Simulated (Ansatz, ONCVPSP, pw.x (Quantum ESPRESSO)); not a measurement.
pw.x on bcc Re: one setting changed

Potential: optimised norm-conserving Vanderbilt (ONCV), ONCVPSP 4.0.1, LDA (Perdew-Wang 92); core [Kr] 4d10 4f14, reference 5s2 5p6 5d5 6s1.5 6p0.5; waves: 5s+6s: rc 1.95 bohr, ncon 3, nbas 6, qcut 7.4 1/bohr, 2 projectors; 5p+6p: rc 1.65 bohr, ncon 4, nbas 9, qcut 7.4 1/bohr, 2 projectors; 5d: rc 1.90 bohr, ncon 3, nbas 8, qcut 6 1/bohr, 1 projector; local part: polynomial inside 1.60 bohr (lpopt 4, dvloc0 4.5 Ha); core correction: Teter function fitted to the true core (icmod 2), fcfact 0.55.

The reference run (k-mesh 15³, cutoffs 55/220 Ry, Fermi–Dirac 0.01 Ry, mixing_beta 0.4, conv_thr 1e-9, no spin) gives -0.61 GPa at 14.453 Å³/atom, where all-electron LAPW gives 0.92 GPa. This run, with its own iteration cap, changes nspin = 2 with starting_magnetization to 0.2.

```
&control
  calculation='scf', prefix='x', pseudo_dir='./', outdir='./tmp', tstress=.true., disk_io='none'
/
&system
  ibrav=0, nat=1, ntyp=1, ecutwfc=55, ecutrho=220, nbnd=15,
  occupations='smearing', smearing='fd', degauss=0.01, nspin=2, starting_magnetization(1)=0.2
/
&electrons
  conv_thr=1e-09, mixing_beta=0.4, electron_maxstep=50
/
ATOMIC_SPECIES
Re 1.0 Re.UPF
CELL_PARAMETERS angstrom
  -1.53449686 1.53449686 1.53449686
  1.53449686 -1.53449686 1.53449686
  1.53449686 1.53449686 -1.53449686
ATOMIC_POSITIONS crystal
Re 0.0000 0.0000 0.0000
K_POINTS automatic
15 15 15 0 0 0
```

```bash
pw.x < Re.scf.in > Re.scf.out
```

**Question.** How does the run end?

**Answer.** It converges in 9 iterations; the free energy moves by +0.0 meV/atom and the pressure by -0.03 GPa. The result is that of the reference run.

```
Message from routine setup:
     using ibrav=0 with symmetry is DISCOURAGED, use correct ibrav instead
     lattice parameter (alat)  =       5.0226  a.u.
     unit-cell volume          =      97.5337 (a.u.)^3
     number of electrons       =        15.00
     number of Kohn-Sham states=           15
     kinetic-energy cutoff     =      55.0000  Ry
     charge density cutoff     =     220.0000  Ry
     scf convergence threshold =      1.0E-09
     Exchange-correlation= SLA  PW   NOGX NOGC
     atomic species   magnetization
     number of k points=   120  Fermi-Dirac smearing, width (Ry)=  0.0100
     iteration #  1     ecut=    55.00 Ry     beta= 0.40
     total energy              =    -185.98515576 Ry
     estimated scf accuracy    <       0.11116144 Ry
     total magnetization       =     0.66 Bohr mag/cell
     absolute magnetization    =     0.66 Bohr mag/cell
     iteration #  2     ecut=    55.00 Ry     beta= 0.40
     total energy              =    -186.00865527 Ry
     estimated scf accuracy    <       0.03096450 Ry
     total magnetization       =     0.52 Bohr mag/cell
     absolute magnetization    =     0.52 Bohr mag/cell
     iteration #  3     ecut=    55.00 Ry     beta= 0.40
     total energy              =    -186.01615738 Ry
     estimated scf accuracy    <       0.00395668 Ry
     total magnetization       =     0.30 Bohr mag/cell
     absolute magnetization    =     0.30 Bohr mag/cell
     iteration #  4     ecut=    55.00 Ry     beta= 0.40
     total energy              =    -186.01810989 Ry
     estimated scf accuracy    <       0.00015357 Ry
     total magnetization       =     0.08 Bohr mag/cell
     absolute magnetization    =     0.08 Bohr mag/cell
     iteration #  5     ecut=    55.00 Ry     beta= 0.40
     total energy              =    -186.01825763 Ry
     estimated scf accuracy    <       0.00002517 Ry
     total magnetization       =     0.02 Bohr mag/cell
     absolute magnetization    =     0.02 Bohr mag/cell
     iteration #  6     ecut=    55.00 Ry     beta= 0.40
     total energy              =    -186.01826980 Ry
     estimated scf accuracy    <       0.00000051 Ry
     total magnetization       =    -0.00 Bohr mag/cell
     absolute magnetization    =     0.00 Bohr mag/cell
     iteration #  7     ecut=    55.00 Ry     beta= 0.40
     total energy              =    -186.01827028 Ry
     estimated scf accuracy    <       0.00000019 Ry
     total magnetization       =     0.00 Bohr mag/cell
     absolute magnetization    =     0.00 Bohr mag/cell
     iteration #  8     ecut=    55.00 Ry     beta= 0.40
     total energy              =    -186.01827063 Ry
     estimated scf accuracy    <          2.9E-09 Ry
     total magnetization       =    -0.00 Bohr mag/cell
     absolute magnetization    =     0.00 Bohr mag/cell
     iteration #  9     ecut=    55.00 Ry     beta= 0.40
     the Fermi energy is    25.1464 ev
!    total energy              =    -186.01827063 Ry
     estimated scf accuracy    <          4.8E-11 Ry
     smearing contrib. (-TS)   =      -0.00502603 Ry
     The total energy is F=E-TS. E is the sum of the following terms:
     one-electron contribution =     -16.98510135 Ry
     hartree contribution      =      19.07904328 Ry
     xc contribution           =     -46.91925777 Ry
     ewald contribution        =    -141.18792875 Ry
     total magnetization       =     0.00 Bohr mag/cell
     absolute magnetization    =     0.00 Bohr mag/cell
     convergence has been achieved in   9 iterations
          total   stress  (Ry/bohr**3)                   (kbar)     P=       -6.39
     Message from routine punch:
     Nothing written, as per user request (disk_io='none')
```

The run took about 21 s on one core of a shared host (Intel(R) Xeon(R) Platinum 8488C, 96 threads, 744 GiB, load 24).
